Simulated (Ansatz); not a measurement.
We consider antifluorite Mg₂Ge, described by RPBE (PAW; Ansatz, a first-principles code).

The input as run:

Ansatz 0.2 input:
```yaml
crystal:
  lattice:
    - [0.0, 3.2850961694, 3.2850961694]
    - [3.2850961694, 0.0, 3.2850961694]
    - [3.2850961694, 3.2850961694, 0.0]
  atoms:
    - { symbol: Mg, position: [0.25, 0.25, 0.25] }
    - { symbol: Mg, position: [0.75, 0.75, 0.75] }
    - { symbol: Ge, position: [0.0, 0.0, 0.0] }
basis:
  ecutwfc: 520
  ecutrho_ratio: 4
  xc_grid: 2
kpoints:
  mp_grid: { grid: [10, 10, 10] }
hamiltonian:
  xc: rpbe
  dispersion: none
  pseudopotentials: { kind: paw }
scf:
  occupations: { method: fermi_dirac, width: 0.01 }
  convergence: { dr2_threshold: 0.0000000003 }
output:
  forces: true
  stress: true
  eigenvalues: true
```

How many irreducible k-points, plane waves at Γ does the program set up, and what pressure does the run end with?

47 irreducible k-points, 1917 plane waves at Γ; P = -1.69 GPa, so the cell is stretched on average and its volume would shrink at this level.

The run printed, among other lines:

```
Crystal: 3 atoms, lattice volume = 70.905 Å³
Basis set: ecut = 520 eV, 1917 PW (Γ), exchange–correlation on 72×72×72 points (8 copies of the dense FFT grid, shifted against one another)
Bands: 21, of which v1, the nominal top of the filled ones, is band 17 counted from 1 (16 counted from 0)
Symmetry: 48 space group operations
Space group: Fm-3m (ITA 225), of the structure as read, at distance tolerance 4.1e-5 Å
k-points: 47 of 1000
Functional: x = rpbe, c = pbe(β = 0.06672455060314922)
SCF iter   1: F=—  HF=-8154.739641 eV  |F-HF|=—  |Δ(HF+E_count)|=         —  Δρ=3.99e-3  dr2=2.49e-2
SCF iter   2: F=—  HF=-8154.732262 eV  |F-HF|=—  |Δ(HF+E_count)|=   7.38e-3  Δρ=8.39e-4  dr2=8.61e-4
  ...
SCF iter   7: F=—  HF=-8154.732658 eV  |F-HF|=—  |Δ(HF+E_count)|=   2.69e-8  Δρ=8.24e-7  dr2=4.97e-10
SCF iter   8: F=-8154.732658 eV  HF=-8154.732658 eV  |F-HF|=3.73e-11  |Δ(HF+E_count)|=   1.79e-9  Δρ=1.20e-7  dr2=6.86e-12
SCF 1 converged in 8 iterations: F = -8154.732658 eV  dr2 = 6.86e-12
SCF converged after 8 iterations
Free energy (F): -8154.732658 eV
Internal energy: -8154.732658 eV  (E = F + TS)
E sigma→0 (E₀):  -8154.732658 eV
Fermi energy:    6.339394 eV
--- Stress (GPa, compression-positive) ---
       -1.692048      -0.000000      -0.000000
        0.000000      -1.692048      -0.000000
        0.000000      -0.000000      -1.692048
  P = ⅓ Tr σ = -1.6920 GPa (-16.920 kbar)
```

The cell is one volume of an energy–volume scan, off the minimum.

The PAW data were made under PBE.

Cost on a shared machine: around 3 core-seconds (rough).
